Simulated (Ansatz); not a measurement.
We consider rutile SnO2, described by RPBE in Ansatz (PAW).

Run with plane-wave cutoff 520 eV, 8×8×10 k mesh (along the axes of the cell as run), Fermi–Dirac smearing 0.01 eV, scalar-relativistic PAW data made under PBE.

Shape and atoms are relaxed at each volume.

Pressure at four volumes; x = ln(V/12.880 Å³). One pressure is withheld.

| V (Å³/atom) | x | P (GPa) |
|---|---|---|
| 12.365 | -0.0408 | 6.97 |
| 12.880 | 0.0000 | 0.01 |
| 13.138 | 0.0198 | -2.82 |
| 13.396 | 0.0393 | ? |

Pass a parabola P(x) through the three rows shown, estimate the bulk modulus and its pressure derivative near zero pressure, and predict the withheld pressure.

Slopes between the rows: (0.01 − (6.97))/(0.0000 − (-0.0408)) = -170.59 and (-2.82 − (0.01))/(0.0198 − (0.0000)) = -142.93 GPa. Their difference over the span 0.0606 is c = 27.66/0.0606 = 456.4 GPa, so P(x) = 6.97 + (-170.59)(x − (-0.0408)) + 456.4 (x − (-0.0408))(x − (0.0000)). At the middle row B = −dP/dx = −[-170.59 + 456.4 × 0.0408] = 152.0 GPa, and B′ = dB/dP = 2c/B = 6.0. At x = 0.0393 the parabola gives -5.26 GPa; the run gives -5.25 GPa. The Birch–Murnaghan fit to the energies at all volumes has B0 = 151 GPa and B′ = 6.0.

Measured, for comparison: bulk modulus 212 GPa (temperature not stated, no zero-point or thermal correction, from measured elastic constants; as tabulated in Toher et al. (2017), arXiv:1611.05714). Computed (rounded) less measured: bulk modulus -29 %.

Note: the bulk modulus comes from volumes at which shape and atoms were relaxed.

Spin–orbit coupling is not included.

Ansatz is a first-principles code.
